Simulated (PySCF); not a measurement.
propane (C3H8), SMILES CCC.

Geometry optimised at B3LYP-D3(BJ)/def2-SVP.

Two levels are set side by side: TDA-PBE/def2-SVPD (PySCF) and TDA-CAM-B3LYP/def2-SVPD (PySCF). Vertical, same geometry. The lowest singlet is HOMO→LUMO 100 % with PBE and HOMO→LUMO 94 % with the other functional; states are paired by order. Differences are taken from unrounded values.

| quantity | TDA-CAM-B3LYP | TDA-PBE | TDA-PBE minus TDA-CAM-B3LYP |
|---|---|---|---|
| lowest singlet excitation (eV) | 8.83 | 7.91 | -0.93 |
| lowest triplet excitation (TDA) (eV) | 8.55 | 7.72 | -0.84 |
| first bright state (f over 0.05) (eV) | 9.90 | 8.93 | -0.97 |
| its oscillator strength | 0.17 | 0.08 | -0.09 |

Functionals without exact exchange tend to place singlet excitations lower, as here. Differences between two approximate levels are no errors against the true value.

Rough cost on one machine, each run with all the roots and properties that it gave: TDA-CAM-B3LYP against TDA-PBE about 4 times.
